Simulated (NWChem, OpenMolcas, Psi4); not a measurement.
PO (Phosphorus monoxide): the dipole moment, rung by rung

PO: 2 atoms, total charge 0, spin state doublet. SMILES: `O=[P]`. The coordinates come from a PBE0-D4/def2-TZVP relaxation.

```tsv
atom	x (Å)	y (Å)	z (Å)
O	0.0000	0.0000	-0.0095
P	0.0000	0.0000	1.4645
```

Quantity: the dipole moment, in D. The values are calculated.

| level | kind | program | value (D) | CPU time |
| --- | --- | --- | --- | --- |
| ROHF/cc-pVTZ | Hartree–Fock | OpenMolcas | 2.61 | 3.7 s |
| UHF/cc-pVTZ | Hartree–Fock | OpenMolcas | 2.59 | 3.9 s |
| USVWN5/cc-pVTZ | LDA | OpenMolcas | 1.86 | 9.6 s |
| UPBE/cc-pVTZ | GGA | OpenMolcas | 1.75 | 17 s |
| UPBE0/cc-pVTZ | global hybrid | NWChem | 1.98 | 31 s |
| UTPSSh/cc-pVTZ | hybrid meta-GGA | Psi4 | 1.85 | 48 s |
| U-wB97X-V/cc-pVTZ | range-separated hybrid | Psi4 | 2.05 | 41 s |
| UHSE06/cc-pVTZ | range-separated hybrid | Psi4 | 1.99 | 32 s |

The values span 1.75 to 2.61 D. Magnitudes only. CPU times are rough (shared hosts, several kinds of processor and program).
